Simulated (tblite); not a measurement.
Species: C4H6N (doublet state).
InChI=1S/C4H6N/c1-4(2)3-5/h1-2H3

Method: GFN2-xTB as coded in tblite; computed harmonic values from a numerical Hessian at the method's own geometry, unscaled. This tight-binding method is rough: wavenumbers can miss measured ones by several per cent, in bad cases by 10 to 20. Open shells enter through the occupations alone, without spin polarisation, and single modes of such species can be off by tens of per cent.

Harmonic wavenumbers (cm⁻¹): 50.9, 89.1, 173.4, 252.8, 327.4, 445.4, 568.3, 781.7, 944.3, 977.5, 1017.2, 1025.1, 1254.4, 1360.5, 1385.9, 1399.5, 1450.6, 1458.0, 1461.3, 1483.2, 2225.4, 2949.2, 2951.2, 2971.9, 2977.5, 3047.8, 3048.8.

A = 8546, B = 4046, C = 2842 MHz; mass 68.050 u (most abundant isotopes); point group C2v, symmetry number 2; spin multiplicity 2.

Question: Zero-point energy?

Answer: ½Σν̃ = 19039 cm⁻¹ = 227.76 kJ/mol.

Question: Give the ideal-gas entropy at 500 K and 1 bar in the rigid-rotor, harmonic-oscillator model (classical rotation).

Answer: Translation 172.24, rotation 107.78, vibration 107.44, spin (R ln 2) 5.76: S = 393.2 J/(mol K).

Question: And Cp and H(500 K) − H(0)?

Answer: Cp = 131.78 J/(mol K), of which vibrations give 98.52 (their classical limit is 27 R = 224.5); H(500 K) − H(0) = 42.88 kJ/mol without the zero-point energy, 26.25 from vibrations.

Question: Blend soft modes into free rotors: weight 1/[1 + (100 cm⁻¹/ν̃)⁴] for the oscillator and the rest for a rotor with moment μB/(μ + B), μ = h/(8π²ν), B = 10⁻⁴⁴ kg m². What vibrational entropy results?

Answer: 97.15 J/(mol K) in place of 107.44, which changes −T·S at 500 K by +5.15 kJ/mol.

Question: What must be added to the electronic energy to get the Gibbs energy at 500 K and 1 bar?

Answer: ZPE + [H(500 K) − H(0)] − T·S = 227.76 + 42.88 − 196.61 = 74.03 kJ/mol.

Question: Which modes carry the vibrational entropy at 500 K?

Answer: 50.9 cm⁻¹: 24.29; 89.1 cm⁻¹: 19.65; 173.4 cm⁻¹: 14.18; 252.8 cm⁻¹: 11.14; 327.4 cm⁻¹: 9.11; 445.4 cm⁻¹: 6.80 J/(mol K); the other 21 give 22.27 together.

Hindered rotation and anharmonicity are outside this model.
